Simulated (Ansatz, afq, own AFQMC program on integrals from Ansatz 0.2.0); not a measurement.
# BH₃F, doublet: AFQMC among the cluster methods

```xyz
5

B    -1.4091    0.0000    0.0000
H    -2.0058    1.0336    0.0000
H    -2.0058   -1.0336    0.0000
H     0.1089    0.0000    0.0000
F     1.0089    0.0000    0.0000
```

Connectivity, by distances: BH2 ··· FH.

Basis cc-pVTZ. Only valence electrons are correlated. AFQMC by an in-house program on the Cholesky factors that Ansatz 0.2.0 writes for its CCSD(T) run. The CISD trial takes its coefficients from CCSD amplitudes. Released means that phaseless walkers are propagated on without the constraint, phases kept. Uncertainties: one standard error, sampling alone.

Determinant: UHF, the one that the program's search chose, which needn't be the lowest solution. The geometry is a point of a scan.

No full CI on the walks' own integrals is used here. The released AFQMC energy serves as the reference, which it does only where one determinant dominates, the energy is flat over the last release times and near the phaseless one (40 meV or 2 meV an electron, half that with transition metals). On small molecules, where full CI could be run and the noise was under 10 meV, such values lay within 10 meV of it in 19 cases of 20, a flattering rate, since the rule was set on those same cases; what remains of the bias isn't in the error bar.

Cautions: the released value is read at 2.40 1/Eh with a noise of 11 meV, more than in the cases checked (meV from the phaseless value at times in 1/Eh: 2 ± 5 at 0.24, -1 ± 4 at 0.51, -6 ± 3 at 0.99, -3 ± 6 at 1.62, -3 ± 11 at 2.40).

The T1 diagnostic is 0.0117 and the weight of the determinant in the CISD state is 0.904. The ⟨S²⟩ of the determinant is 0.757. The size of the correlated space is 13 electrons in 100 orbitals.

```tsv
level	correlation energy (eV)
MP2	-9.8703
CCSD	-10.4166
CCSD(T)	-10.6763
```

(1) Estimate where AFQMC with the constraint released lies against CCSD(T) on the same integrals.

(1) 2.3 ± 1.0 kJ/mol below CCSD(T).

Reference: AFQMC with the constraint released, correlation energy -10.701 ± 0.011 eV.

| level | E − E(reference) (kJ/mol) | share of correlation (%) |
| --- | --- | --- |
| CCSD(T) | 2.3 ± 1.0 | 99.77 |
| ph-AFQMC/CISD | 0.3 ± 1.2 | 99.97 |

A walk keeps the symmetry of its determinant, which the program's search chose and which needn't be the lowest solution, so a lower state of the same spin and another symmetry isn't excluded. Released energies are given only where the last usable release times agree within the noise; a slower fall can still hide under it.
